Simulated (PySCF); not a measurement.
# Splitting trees

Bonds (- single, = double, # triple, : aromatic): C1#C2 1.211 Å, C2-C3 1.453 Å. C1 carries H4; C3 carries H5, H6, H7.

How the numbers were obtained: couplings computed with B3LYP/pcJ-1, shieldings: GIAO PBE0/pcSseg-1, PBE0-D3(BJ)/def2-SVP structure, in PySCF (a single conformation, relativity neglected, no solvent, fast rotation and ring inversion assumed for equivalent nuclei).

Chemical shifts δ = σref − σ; 13C, 1H vs TMS, all at this level.

Spectrometer: 600 MHz for 1H. First-order analysis; couplings under 1 Hz (under 4 Hz in carbon signals) are ignored, and nearly equal couplings are merged; the smaller ones broaden or split the lines further.

Q: What pattern does C3 show in the proton-coupled 13C spectrum?

A: A quartet of doublets at δ 4.2: 138.1 Hz to H5/H6/H7 (3 × 1H, 1 bond away), 4.2 Hz to H4 (1 × 1H, 3 bonds away). Lines in Hz from the centre (relative intensity): +209.2 (1), +205.1 (1), +71.2 (3), +67.0 (3), -67.0 (3), -71.2 (3), -205.1 (1), -209.2 (1). The outer lines are 418.5 Hz apart, the sum of the couplings kept, or 2.774 ppm at this field.

Q: What pattern does C1 show in the proton-coupled 13C spectrum?

A: A doublet of quartets at δ 73.5: 272.7 Hz to H4 (1 × 1H, 1 bond away), 5.4 Hz to H5/H6/H7 (3 × 1H, 3 bonds away). Lines in Hz from the centre (relative intensity): +144.4 (1), +139.1 (3), +133.7 (3), +128.2 (1), -128.2 (1), -133.7 (3), -139.1 (3), -144.4 (1). The outer lines are 288.9 Hz apart, the sum of the couplings kept, or 1.915 ppm at this field.

Q: What pattern does H5/H6/H7 show (1H)?

A: A doublet at δ 1.83: 4.4 Hz to H4 (1 × 1H, 4 bonds away). Lines in Hz from the centre (relative intensity): +2.2 (1), -2.2 (1). The outer lines are 4.4 Hz apart, the sum of the couplings kept, or 0.007 ppm at this field.

Q: What pattern does H4 show (1H)?

A: A quartet at δ 1.65: 4.4 Hz to H5/H6/H7 (3 × 1H, 4 bonds away). Lines in Hz from the centre (relative intensity): +6.6 (1), +2.2 (3), -2.2 (3), -6.6 (1). The outer lines are 13.2 Hz apart, the sum of the couplings kept, or 0.022 ppm at this field.
